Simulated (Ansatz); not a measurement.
BH (`[BH]`), relaxed with RKS PBE0-D4/def2-TZVP in Ansatz from a PBE-D4/def2-SVP geometry. The force threshold is 0.005 eV/Å; the program also tests the step.

The species carries charge 0 and has multiplicity 1.

Start:

```xyz
2

B    -0.037    0.519   -0.361
H     0.037   -0.519    0.361
```

(1) By how much does the energy fall, and how many steps does the optimiser take? (Best estimate.)

(2) Which bonds change most? (Best estimate.)

(3) Give the relaxed structure. (An estimate is asked.)

Answers

(1) Computed: 0.13 kcal/mol, in 3 steps.

(2) The calculation gave: B1–H2 from 1.266 to 1.241 Å.

(3) Ansatz gave: 
```xyz
2

B    -0.036    0.508   -0.354
H     0.036   -0.508    0.354
```
